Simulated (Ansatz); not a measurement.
# AlH₃O (triplet): the correlation ladder at distance Al1–H4 along a hydrogen transfer = 1.864 Å, cc-pVDZ

One table from this session's results is given with a row withheld; the runs are named, their logs left out.

Computed with Ansatz 0.2.0, Gaussian basis. Level: cc-pVDZ, core rule «outside noble gas», up to 6 orbitals frozen.

To be run: UHF; CCSD(T) on ROHF; CCSD(T) on UHF; BCCD(T) on ROHF; CISD; CCSDT(Q) on ROHF; CCSDT(Q) on UHF; CASSCF and MRCISD+Q, 4 electrons in 4 orbitals; CASSCF and NEVPT2, 4 electrons in 4 orbitals.

13 further runs of the same task are left out: 9 for a known fault of the program, 1 for a mislabelled method, 3 that didn't finish.

## What is computed

The geometry derives from fragments relaxed apart (PBE0/def2-TZVP) and kept rigid, so it is no stationary point. A hydrogen atom is moved between rigid fragments.

5 atoms, charge 0, spin multiplicity 3.

Atoms are counted from 1 here; the program's logs count them from 0.

Bond lengths: Al1–H2 1.586 Å, Al1–H3 1.586 Å, Al1–H4 1.864 Å, H4–O5 1.101 Å. Angles: H2–Al1–H3 120.0°, H2–Al1–H4 120.0°, H3–Al1–H4 120.0°, Al1–H4–O5 180.0°.

The first run:

Input file in.yaml:

```yaml
crystal:
  periodic: [false, false, false]
  atoms:
    - {symbol: Al, position_ang: [-1.037253, 0.000000, 0.000000]}
    - {symbol: H, position_ang: [-1.830177, 1.373384, 0.000000]}
    - {symbol: H, position_ang: [-1.830177, -1.373384, 0.000000]}
    - {symbol: H, position_ang: [0.826747, 0.000000, 0.000000]}
    - {symbol: O, position_ang: [1.927747, 0.000000, 0.000000]}
basis:
  gaussian: {orbitals: cc-pVDZ}
magnetization: {spin_polarized: true, initial_magnetization: 2}
hamiltonian: {xc: hf}
output: {orbitals: {seedname: orbitals}}
```

Launch:

```sh
$ ansatz run in.yaml --threads 1 --pin off --events-out ev --progress --plain --max-ram 2393MiB
```

Steps of the session up to this table: UHF; CCSD(T) on ROHF; CCSD(T) on UHF; BCCD(T) on ROHF; CISD; CCSDT(Q) on ROHF; CCSDT(Q) on UHF; CASSCF and MRCISD+Q, 4 electrons in 4 orbitals; CASSCF and NEVPT2, 4 electrons in 4 orbitals.

One table of the session follows, with a row left open; its other results are not shown here.

| method | from UCCSDT(Q) (meV) |
| --- | --- |
| ROHF | +7167.7 |
| UHF | +6899.2 |
| RMP2 | +1057.3 |
| UMP2 | +1108.2 |
| CISD | ? |
| RCCSD | +145.6 |
| UCCSD | +139.3 |
| RCCSD(T) | +33.5 |
| UCCSD(T) | +33.0 |
| BCCD(T) | +33.4 |
| RCCSDT | +11.5 |
| UCCSDT | +10.2 |
| RCCSDT(Q) | +1.3 |
| UCCSDT(Q) | 0 |
| CASSCF pair | +6404.9 |
| NEVPT2 pair | +1036.7 |
| MRCISD pair | +534.3 |
| MRCISD+Q pair | +55.0 |

Estimate the missing values for CISD.

**Answer.** from UCCSDT(Q) (meV): +631.2. In the column «from UCCSDT(Q) (meV)» it lies between MRCISD pair (+534.3) and NEVPT2 pair (+1036.7).

Among the levels timed on like hardware and quicker than the yardstick, those that no quicker one beats, quickest first: NEVPT2 pair (1.8 s, +1036.7 meV); MRCISD+Q pair (1.8 s, +55.0 meV); BCCD(T) (4.1 s, +33.4 meV); UCCSD(T) (5.5 s, +33.0 meV).

To keep in mind: Of the multireference levels listed MRCISD+Q pair comes nearest in total energy (+55.0 meV), which doesn't show that its space is the better one. Restricted and unrestricted rows rest on different reference determinants; where their highest levels disagree by more than a few hundredths of an eV, they describe different states and don't form one ladder.
